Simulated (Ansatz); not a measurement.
We consider rock-salt TiC, described by LC-ωPBE in Ansatz (plane waves, PAW).

Numerical settings: plane-wave cutoff 460 eV, 12×12×12 k mesh, Fermi–Dirac smearing 0.05 eV, no spin polarisation, scalar-relativistic PAW data made under PBE.

A third-order Birch–Murnaghan fit to the energies gives V0 = 9.803 Å³/atom, B0 = 302 GPa, B′ = 3.8.

```
V (Å³/atom)  P (GPa)
-----------  -------
9.295            [?]
9.540            [?]
9.784           0.58
9.940            [?]
10.274           [?]
```

Question: Estimate the withheld pressures from this fit; the answers are the runs' own values.

Answer: 
- 9.295, P (GPa): 17.80
- 9.540, P (GPa): 8.67
- 9.940, P (GPa): -4.08
- 10.274, P (GPa): -12.97

The formula P = (3/2) B0 (x^(7/3) − x^(5/3)) [1 + (3/4)(B′ − 4)(x^(2/3) − 1)] with x = V0/V meets the computed pressures within 0.03 GPa when these rounded values are put in.

Measured, for comparison: bulk modulus 240 GPa (temperature not stated, no zero-point or thermal correction, our sources range from 235 to 268; as tabulated in Krasnenko and Brik (2013), arXiv:1306.3139); equilibrium volume per atom 10.15 Å³/atom (temperature not stated, no zero-point or thermal correction; as tabulated in Zhang et al. (2018), doi:10.1088/1367-2630/aac7f0). Computed (rounded) less measured: bulk modulus not scored (sources differ), equilibrium volume per atom -3.4 %.

Computed values are for the static lattice.

Ansatz is an electronic-structure program.
